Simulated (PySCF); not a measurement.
Stretching CH⁺

Set-up: PySCF, no relativity, basis sets H def2-SVPD, C def2-SVPD. Energies in eV from H + C⁺ in their ground configurations at the same level. State: ¹Σ⁺ (singlet), closed shell.

All columns are ωB97X. A positive dipole points towards C; it is taken about the centre of mass and depends on that origin.

```tsv
R (Å)	E (eV)	μ (D)	Mulliken charge on H (basis-dependent)	HOMO (eV)	LUMO (eV)	Mayer bond order	⟨S²⟩
0.987	-3.721	-1.83	-0.02	-22.75	-11.83	0.94	0.00
1.033	-3.978	-1.84	0.07	-22.65	-11.77	0.95	0.00
1.079	-4.125	-1.85	0.14	-22.55	-11.71	0.94	0.00
1.114	-4.178	-1.86	0.19	-22.47	-11.67	0.92	0.00
1.148	-4.191	-1.87	0.23	-22.39	-11.63	0.90	0.00
1.182	-4.171	-1.88	0.27	-22.30	-11.60	0.88	0.00
1.228	-4.103	-1.90	0.31	-22.18	-11.55	0.86	0.00
1.286	-3.967	-1.93	0.35	-22.02	-11.49	0.83	0.00
1.355	-3.750	-1.97	0.39	-21.82	-11.42	0.81	0.00
1.446	-3.404	-2.03	0.41	-21.52	-11.33	0.80	0.00
```

A fit through these points gives, at Re = 1.143 Å, μ = -1.87 D and dμ/dR = -0.327 D/Å; the reduced mass is 0.9297 u.

Q: How strong is the fundamental in the double-harmonic approximation, I = 42.26·(dμ/dR)²/μred km/mol?

A: I = 42.26·(-0.327)²/0.9297 = 4.86 km/mol at ωB97X.

For an ion De counts to the pair picked by the measured ionisation energies or electron affinities, which need not be the lowest pair at this level.
